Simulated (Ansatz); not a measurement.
**AlHCl2: basis-set convergence**

Aim: see how fast density functionals and correlated methods converge with the basis set for AlHCl2.

The runs use Ansatz 0.2.0, Gaussian basis; one geometry, several basis sets.

The runs, in order: PBE0-D4/def2-SVP; ωB97M-V/def2-SVP; PBE0-D4/def2-QZVPP; ωB97M-V/def2-QZVPP; CCSD(T)/cc-pV(D+d)Z; CCSD(T)/cc-pV(T+d)Z; CCSD(T)/cc-pV(Q+d)Z; the functionals' def2-TZVPP values are taken from earlier runs.

### Step 1. The geometry

All runs share one geometry, relaxed beforehand with PBE0-D4 in a triple-zeta def2 set.

4 atoms, charge 0, spin multiplicity 1.

Atoms are counted from 1 here; the program's logs count them from 0.

Bond lengths: Cl1–Al2 2.082 Å, Al2–Cl3 2.082 Å, Al2–H4 1.563 Å. Angles: Cl1–Al2–Cl3 118.2°, Cl1–Al2–H4 120.9°, Cl3–Al2–H4 120.9°.

### Step 2. PBE0-D4 in def2-SVP

Input file in.yaml:

```yaml
crystal:
  periodic: [false, false, false]
  atoms:
    - {symbol: Cl, position_ang: [-1.277891, 0.641289, 1.390737]}
    - {symbol: Al, position_ang: [0.128084, 0.067687, -0.033761]}
    - {symbol: Cl, position_ang: [-0.163086, -1.736132, -1.031986]}
    - {symbol: H, position_ang: [1.368393, 0.966757, -0.345289]}
basis:
  gaussian: {orbitals: def2-SVP}
hamiltonian: {xc: pbe0, dispersion: d4}
output: {orbitals: {seedname: orbitals}}
```

Command:

```console
> ansatz run in.yaml --threads 4 --pin off --events-out ev --progress --plain --max-ram 10444MiB
```

The runs that follow: ωB97M-V in def2-SVP; PBE0-D4 in def2-QZVPP; ωB97M-V in def2-QZVPP; CCSD(T) in cc-pV(D+d)Z; CCSD(T) in cc-pV(T+d)Z; CCSD(T) in cc-pV(Q+d)Z.

Before running them: what should the planned runs give, taken together? Wanted: MP2 correlation recovered, cc-pV(D+d)Z; MP2 correlation recovered, cc-pV(T+d)Z; MP2 correlation recovered, cc-pV(Q+d)Z; CCSD(T) limit from def2 sets; PBE0-D4: double and triple zeta above quadruple; ωB97M-V: double and triple zeta above quadruple.

As calculated:

| quantity | value |
| --- | --- |
| MP2 correlation recovered, cc-pV(D+d)Z | 63.3 % |
| MP2 correlation recovered, cc-pV(T+d)Z | 85.2 % |
| MP2 correlation recovered, cc-pV(Q+d)Z | 93.9 % |
| CCSD(T) limit from def2 sets (earlier runs) less the limit of this series | -156 meV |
| PBE0-D4: double and triple zeta above quadruple | 11.93, 0.94 eV |
| ωB97M-V: double and triple zeta above quadruple | 11.78, 0.90 eV |

For PBE0-D4 the step from double to triple zeta gains 10.98 eV and the next only 0.94 eV. Correlation climbs from 63 % (cc-pV(D+d)Z) to 94 % (cc-pV(Q+d)Z) of the limit; Hartree-Fock is 0.082 eV from its own by then. A limit from the def2 sets, made apart, differs by 156 meV, a least measure of the doubt on such a limit. These are total energies; as a rule much of such shifts cancels in differences, which this series doesn't test.
